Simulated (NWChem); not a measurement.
System: CH3O, doublet; SMILES C[O]

NWChem input:

```
start job
memory heap 200 mb stack 900 mb global 1100 mb
geometry units angstroms noautosym nocenter noautoz
  C     -0.006837    -0.565579     0.038175
  O     -0.011847     0.768743    -0.125853
  H      0.579607    -1.144467    -0.727205
  H      0.547231    -0.755966     1.007569
  H     -1.014655    -1.035955     0.205085
end
basis spherical
  * library pcj-1
end
dft
  odft
  mult 2
  xc bhlyp
  iterations 150
end
property
  hyperfine
end
task dft property
```

The radical's symmetric form is orbitally degenerate, so geometry and low modes hang on which distorted state is reached. The geometry was optimised at PBE-D3(BJ)/def2-SVP, spin-unrestricted. No stability test was run on the SCF state.

Fermi-contact couplings, non-relativistic, static geometry.

Atoms are numbered as in the input.

Problem. Predict the main results of this run. (BHandHLYP/pcJ-1, spin-unrestricted, contact and dipolar terms.) Quantities: A(iso) 13C atom 1 (MHz); A(iso) 17O atom 2 (MHz); A(iso) 1H atom 4 (MHz); A(iso) 1H atom 5 (MHz); <S²>.

Solution. 
```yaml
A(iso) 13C atom 1 (MHz): -50.8
A(iso) 17O atom 2 (MHz): -78.2
A(iso) 1H atom 4 (MHz): 274
A(iso) 1H atom 5 (MHz): 51.0
"<S²>": 0.755
```
